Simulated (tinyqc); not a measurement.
Inside a calculation. Method: G0W0 on RHF in the sto-6g basis, for LiH, spin multiplicity 1. Computed by tinyqc, a small Python program that keeps every step (integrals from PySCF). Settings: charge = 0, multiplicity = 1, basis = sto-6g, method = RHF, energy threshold = 1e-10, iteration cap = 64, orthogonalisation = symmetric, start = atomic densities, DIIS depth = 6. Command: `OMP_NUM_THREADS=1 python tinyqc.py 21172 21173 out.jsonl` (the two numbers bound the seeds that draw the settings). One thread of a shared host (Intel(R) Xeon(R) Processor @ 2.60GHz), about 0.1 s of CPU time with the checks. The early iterations of the SCF are left out here.

## One-electron integrals

Geometry (angstrom):
```
atom       x       y       z
Li    0.0000  0.0000  0.0000
H     0.0000  0.0000  1.7170
```

Basis sto-6g: exponents (1/bohr^2) and contraction coefficients of normalised primitives:
```
element  l (shell)  exponent  coefficient
Li           s (1)  167.1758       0.0092
Li           s (1)   30.6515       0.0494
Li           s (1)    8.5752       0.1685
Li           s (1)    2.9458       0.3706
Li           s (1)    1.1439       0.4165
Li           s (1)    0.4711       0.1303
Li           s (2)    6.5976      -0.0133
Li           s (2)    1.3058      -0.0470
Li           s (2)    0.4059      -0.0338
Li           s (2)    0.1561       0.2502
Li           s (2)    0.0678       0.5951
Li           s (2)    0.0311       0.2407
Li           p (3)    6.5976       0.0038
Li           p (3)    1.3058       0.0377
Li           p (3)    0.4059       0.1739
Li           p (3)    0.1561       0.4180
Li           p (3)    0.0678       0.4259
Li           p (3)    0.0311       0.1017
H            s (1)   35.5232       0.0092
H            s (1)    6.5131       0.0494
H            s (1)    1.8221       0.1685
H            s (1)    0.6260       0.3706
H            s (1)    0.2431       0.4165
H            s (1)    0.1001       0.1303
```

Overlap, kinetic and nuclear-attraction integrals over the contracted functions; the nuclear repulsion is the sum of Za Zb / Rab.

nuclear repulsion = 0.924596 hartree

overlap S, lower triangle:
```
         1Li 1s  1Li 2s  1Li 2px  1Li 2py  1Li 2pz   2H 1s
1Li 1s   1.0000
1Li 2s   0.2357  1.0000
1Li 2px  0.0000  0.0000   1.0000
1Li 2py  0.0000  0.0000   0.0000   1.0000
1Li 2pz  0.0000  0.0000   0.0000   0.0000   1.0000
2H 1s    0.0532  0.3686   0.0000   0.0000   0.4872  1.0000
```

kinetic energy T (hartree), lower triangle:
```
          1Li 1s  1Li 2s  1Li 2px  1Li 2py  1Li 2pz   2H 1s
1Li 1s    3.6167
1Li 2s   -0.1107  0.1065
1Li 2px   0.0000  0.0000   0.3200
1Li 2py   0.0000  0.0000   0.0000   0.3200
1Li 2pz   0.0000  0.0000   0.0000   0.0000   0.3200
2H 1s    -0.0145  0.0345   0.0000   0.0000   0.1088  0.7685
```

nuclear attraction V (hartree), lower triangle:
```
          1Li 1s   1Li 2s  1Li 2px  1Li 2py  1Li 2pz    2H 1s
1Li 1s   -8.3753
1Li 2s   -0.9010  -1.4783
1Li 2px   0.0000   0.0000  -1.4476
1Li 2py   0.0000   0.0000   0.0000  -1.4476
1Li 2pz  -0.0148  -0.1153   0.0000   0.0000  -1.5395
2H 1s    -0.2204  -0.6582   0.0000   0.0000  -0.8860  -2.1627
```

core Hamiltonian H = T + V (hartree), lower triangle:
```
          1Li 1s   1Li 2s  1Li 2px  1Li 2py  1Li 2pz    2H 1s
1Li 1s   -4.7586
1Li 2s   -1.0117  -1.3718
1Li 2px   0.0000   0.0000  -1.1276
1Li 2py   0.0000   0.0000   0.0000  -1.1276
1Li 2pz  -0.0148  -0.1153   0.0000   0.0000  -1.2195
2H 1s    -0.2348  -0.6237   0.0000   0.0000  -0.7773  -1.3942
```

## Two-electron integrals

Functions are numbered as in S; the eight-fold symmetry (ij|kl) = (ji|kl) = (kl|ij) leaves the list below.

Two-electron integrals (ij|kl) in chemists' order, unique and non-zero (hartree):
```
(11|11) 1.6812   (21|11) 0.2426   (21|21) 0.0445   (22|11) 0.3972
(22|21) 0.0903   (22|22) 0.2906   (31|31) 0.0094   (32|31) 0.0143
(32|32) 0.0642   (33|11) 0.3972   (33|21) 0.0903   (33|22) 0.2906
(33|33) 0.3131   (41|41) 0.0094   (42|41) 0.0143   (42|42) 0.0642
(43|43) 0.0169   (44|11) 0.3972   (44|21) 0.0903   (44|22) 0.2906
(44|33) 0.2794   (44|44) 0.3131   (51|51) 0.0094   (52|51) 0.0143
(52|52) 0.0642   (53|53) 0.0169   (54|54) 0.0169   (55|11) 0.3972
(55|21) 0.0903   (55|22) 0.2906   (55|33) 0.2794   (55|44) 0.2794
(55|55) 0.3131   (61|11) 0.0550   (61|21) 0.0099   (61|22) 0.0202
(61|33) 0.0199   (61|44) 0.0199   (61|51) 0.0013   (61|52) 0.0026
(61|55) 0.0208   (61|61) 0.0024   (62|11) 0.1333   (62|21) 0.0307
(62|22) 0.1049   (62|33) 0.0995   (62|44) 0.0995   (62|51) 0.0053
(62|52) 0.0310   (62|55) 0.1157   (62|61) 0.0082   (62|62) 0.0631
(63|31) 0.0026   (63|32) 0.0118   (63|53) 0.0047   (63|63) 0.0044
(64|41) 0.0026   (64|42) 0.0118   (64|54) 0.0047   (64|64) 0.0044
(65|11) 0.1652   (65|21) 0.0384   (65|22) 0.1357   (65|33) 0.1266
(65|44) 0.1266   (65|51) 0.0082   (65|52) 0.0479   (65|55) 0.1540
(65|61) 0.0107   (65|62) 0.0896   (65|65) 0.1291   (66|11) 0.3075
(66|21) 0.0722   (66|22) 0.2699   (66|33) 0.2464   (66|44) 0.2464
(66|51) 0.0141   (66|52) 0.1016   (66|55) 0.3169   (66|61) 0.0204
(66|62) 0.2041   (66|65) 0.3010   (66|66) 0.7750
```

## Orthogonalisation

S = U s U^T; symmetric (Loewdin) form X = U s^(-1/2) U^T, so that X^T S X = 1.

eigenvalues of S: 0.3818  0.8048  1.0000  1.0000  1.1698  1.6436

X, lower triangle:
```
          1Li 1s   1Li 2s  1Li 2px  1Li 2py  1Li 2pz   2H 1s
1Li 1s    1.0221
1Li 2s   -0.1265   1.0950
1Li 2px   0.0000   0.0000   1.0000
1Li 2py   0.0000   0.0000   0.0000   1.0000
1Li 2pz  -0.0057   0.0955   0.0000   0.0000   1.1245
2H 1s     0.0106  -0.2489   0.0000   0.0000  -0.3253  1.1961
```

## Iteration 8 (converged): orbitals

converged F (hartree), lower triangle:
```
          1Li 1s   1Li 2s  1Li 2px  1Li 2py  1Li 2pz    2H 1s
1Li 1s   -2.3894
1Li 2s   -0.6181  -0.2048
1Li 2px   0.0000   0.0000   0.1624
1Li 2py   0.0000   0.0000   0.0000   0.1624
1Li 2pz   0.0134  -0.0947   0.0000   0.0000   0.0111
2H 1s    -0.1419  -0.2495   0.0000   0.0000  -0.2288  -0.1324
```

Diagonalise F' = X^T F X, C = X C', fill 2 alpha and 2 beta electrons from the bottom; D = 2 C_occ C_occ^T. Each column has its largest component positive (the first on a tie).

F' = X^T F X (hartree), lower triangle:
```
         1        2       3       4        5       6
1  -2.3424
2  -0.3358  -0.0029
3   0.0000   0.0000  0.1624
4   0.0000   0.0000  0.0000  0.1624
5   0.0185   0.0192  0.0000  0.0000   0.1606
6  -0.0173  -0.2570  0.0000  0.0000  -0.2985  0.1096
```

orbital energies (hartree): MO1 -2.3909, MO2 -0.2756, MO3 0.0772, MO4 0.1624, MO5 0.1624, MO6 0.5142

coefficients C:
```
             MO1      MO2      MO3     MO4      MO5      MO6
1Li 1s    0.9940  -0.1509  -0.2009  0.0000   0.0000   0.0991
1Li 2s    0.0239   0.4554   0.7985  0.0000   0.0000  -0.6636
1Li 2px   0.0000   0.0000   0.0000  0.9993  -0.0367   0.0000
1Li 2py   0.0000   0.0000   0.0000  0.0367   0.9993   0.0000
1Li 2pz  -0.0054   0.3430  -0.6110  0.0000   0.0000  -0.9425
2H 1s     0.0020   0.5627  -0.1423  0.0000   0.0000   1.1232
```

D after iteration 8, lower triangle:
```
          1Li 1s  1Li 2s  1Li 2px  1Li 2py  1Li 2pz   2H 1s
1Li 1s    2.0214
1Li 2s   -0.0898  0.4160
1Li 2px   0.0000  0.0000   0.0000
1Li 2py   0.0000  0.0000   0.0000   0.0000
1Li 2pz  -0.1142  0.3121   0.0000   0.0000   0.2353
2H 1s    -0.1659  0.5127   0.0000   0.0000   0.3860  0.6333
```

Within a degenerate level the vectors are fixed only up to a rotation; this is one choice.

## Convergence

Stop when the energy changes by less than 1e-10 hartree and every element of the error matrix X^T (F D S - S D F) X is below 3e-06.

Course of the cycle:
```
iteration  E (hartree)     change  largest element of the error matrix
1            -7.748798          -                             1.47e-01
2            -7.936550  -1.88e-01                             7.90e-02
3            -7.944639  -8.09e-03                             2.21e-02
4            -7.945700  -1.06e-03                             5.18e-03
5            -7.945867  -1.67e-04                             3.32e-04
6            -7.945867  -6.44e-07                             3.11e-05
7            -7.945867  -3.81e-09                             1.97e-07
8            -7.945867  -5.68e-14                             6.89e-09
```

PySCF RHF in the same basis = -7.945867 hartree

Converged in 8 iterations.

## Integrals over molecular orbitals

(pq|rs) = sum C_ip C_jq C_kr C_ls (ij|kl), one index at a time.

one-electron integrals over orbitals h = C^T H C (hartree), lower triangle:
```
         1        2        3        4        5        6
1  -4.7510
2   0.1009  -1.4530
3   0.1681   0.0255  -1.1237
4   0.0000   0.0000   0.0000  -1.1276
5   0.0000   0.0000   0.0000   0.0000  -1.1276
6  -0.0473  -0.0217   0.0325   0.0000   0.0000  -0.9783
```

Two-electron integrals over orbitals (pq|rs), unique and non-zero (hartree):
```
(11|11) 1.6648      (21|11) -0.1062     (21|21) 0.0122      (22|11) 0.3538
(22|21) 0.0053      (22|22) 0.4821      (31|11) -0.1424     (31|21) 0.0113
(31|22) -0.0143     (31|31) 0.0230      (32|11) 0.0174      (32|21) -0.0031
(32|22) -0.0490     (32|31) -2.43e-04   (32|32) 0.0134      (33|11) 0.3992
(33|21) -0.0104     (33|22) 0.2195      (33|31) 0.0015      (33|32) 0.0087
(33|33) 0.3379      (41|41) 0.0101      (42|41) 0.0073      (42|42) 0.0224
(43|41) 0.0103      (43|42) 0.0192      (43|43) 0.0415      (44|11) 0.3970
(44|21) -0.0038     (44|22) 0.2643      (44|31) -0.0047     (44|32) 0.0071
(44|33) 0.2822      (44|44) 0.3131      (51|51) 0.0101      (52|51) 0.0073
(52|52) 0.0224      (53|51) 0.0103      (53|52) 0.0192      (53|53) 0.0415
(54|54) 0.0169      (55|11) 0.3970      (55|21) -0.0038     (55|22) 0.2643
(55|31) -0.0047     (55|32) 0.0071      (55|33) 0.2822      (55|44) 0.2794
(55|55) 0.3131      (61|11) 0.0656      (61|21) -0.0100     (61|22) -0.0073
(61|31) -0.0042     (61|32) 0.0021      (61|33) 0.0113      (61|44) 0.0009
(61|55) 0.0009      (61|61) 0.0106      (62|11) -0.0557     (62|21) 0.0037
(62|22) 0.1230      (62|31) 0.0020      (62|32) -0.0350     (62|33) -0.0163
(62|44) -0.0221     (62|55) -0.0221     (62|61) -1.07e-04   (62|62) 0.1267
(63|11) 0.0150      (63|21) -0.0028     (63|22) -0.0509     (63|31) 0.0045
(63|32) 0.0096      (63|33) 0.0356      (63|44) 0.0027      (63|55) 0.0027
(63|61) 0.0041      (63|62) -0.0317     (63|63) 0.0257      (64|41) -0.0062
(64|42) -0.0195     (64|43) -0.0138     (64|64) 0.0201      (65|51) -0.0062
(65|52) -0.0195     (65|53) -0.0138     (65|65) 0.0201      (66|11) 0.3639
(66|21) 0.0024      (66|22) 0.4510      (66|31) -0.0113     (66|32) -0.0429
(66|33) 0.2403      (66|44) 0.2672      (66|55) 0.2672      (66|61) -0.0039
(66|62) 0.1269      (66|63) -0.0433     (66|66) 0.4504
```

## Screening: direct RPA

With D = e_a - e_i and K = (ia|jb): diagonalise D^(1/2) (D + 4K) D^(1/2) = Z w^2 Z^T; X + Y = D^(1/2) Z w^(-1/2), each column of Z with its largest component positive (the first on a tie); E_c = (sum w - tr (D + 2K)) / 2.

D^(1/2) (D + 4K) D^(1/2) (hartree^2), lower triangle:
```
         1>3     1>4     1>5      1>6      2>3     2>4     2>5     2>6
1>3   6.3183
1>4   0.0000  6.6218
1>5   0.0000  0.0000  6.6218
1>6  -0.0449  0.0000  0.0000   8.5618
2>3  -0.0009  0.0000  0.0000   0.0086   0.1434
2>4   0.0000  0.0307  0.0000   0.0000   0.0000  0.2311
2>5   0.0000  0.0000  0.0307   0.0000   0.0000  0.0000  0.2311
2>6   0.0110  0.0000  0.0000  -0.0006  -0.0740  0.0000  0.0000  1.0239
```

excitation energies w (hartree): 0.3704  0.4805  0.4805  1.0149  2.5135  2.5733  2.5733  2.9262

X + Y:
```
           1        2        3        4        5       6        7        8
1>3   0.0000   0.0000   0.0000  -0.0033   0.9907  0.0000   0.0000  -0.0184
1>4   0.0000  -0.0111  -0.0002   0.0000   0.0000  0.9419  -0.3240   0.0000
1>5   0.0000   0.0002  -0.0111   0.0000   0.0000  0.3240   0.9419   0.0000
1>6  -0.0028   0.0000   0.0000   0.0003   0.0215  0.0000   0.0000   0.9962
2>3   0.9725   0.0000   0.0000  -0.0490  -0.0001  0.0000   0.0000   0.0004
2>4   0.0000   0.9546   0.0170   0.0000   0.0000  0.0019  -0.0006   0.0000
2>5   0.0000  -0.0170   0.9546   0.0000   0.0000  0.0006   0.0019   0.0000
2>6   0.1214   0.0000   0.0000   0.8791   0.0012  0.0000   0.0000  -0.0001
```

RPA correlation energy = -0.021236 hartree

Within a degenerate level the vectors are fixed only up to a rotation; this is one choice.

## G0W0 on Hartree-Fock: HOMO

W(p,q,m) = sqrt2 sum_ia (pq|ia) (X+Y)_ia,m; Sigma_c(x) = sum_(i,m) W^2/(x - e_i + w_m) + sum_(a,m) W^2/(x - e_a - w_m); solve x = e_p + Sigma_c(x) by Newton steps; Z = 1/(1 - dSigma/dx); 1 hartree = 27.211386 eV.

The 12 largest terms at x = e_p (hartree; W for the signs of X + Y given):
```
q  m        W       term
2  4   0.1563     0.0241
6  4   0.1599    -0.0142
2  1  -0.0463     0.0058
3  4  -0.0445    -0.0014
4  2   0.0301    -0.0010
5  3   0.0301    -0.0010
6  1  -0.0264    -0.0006
3  1   0.0124  -2.13e-04
2  5  -0.0201   1.61e-04
1  5   0.0155   5.20e-05
1  8  -0.0144   4.11e-05
2  8  -0.0100   3.42e-05
```

Newton steps (hartree):
```
step        x  Sigma_c(x)       Z
0     -0.2756      0.0117  0.9512
1     -0.2645      0.0111  0.9523
2     -0.2645      0.0111  0.9523
```

quasiparticle energy of the HOMO = -7.1972 eV

Hartree-Fock value = -7.4998 eV

## G0W0 on Hartree-Fock: LUMO

As before.

The 12 largest terms at x = e_p (hartree; W for the signs of X + Y given):
```
q  m        W       term
2  4  -0.0445     0.0014
4  2   0.0257    -0.0012
5  3   0.0257    -0.0012
6  4  -0.0401    -0.0011
3  4  -0.0208  -4.27e-04
3  1   0.0092  -2.28e-04
2  1   0.0124   2.13e-04
1  5   0.0321   2.07e-04
3  8   0.0159  -8.65e-05
6  1   0.0078  -7.49e-05
5  7   0.0137  -7.08e-05
4  6   0.0137  -7.08e-05
```

Newton steps (hartree):
```
step       x  Sigma_c(x)       Z
0     0.0772     -0.0026  0.9925
1     0.0746     -0.0025  0.9926
2     0.0746     -0.0025  0.9926
```

quasiparticle energy of the LUMO = 2.0312 eV

Hartree-Fock value = 2.1005 eV
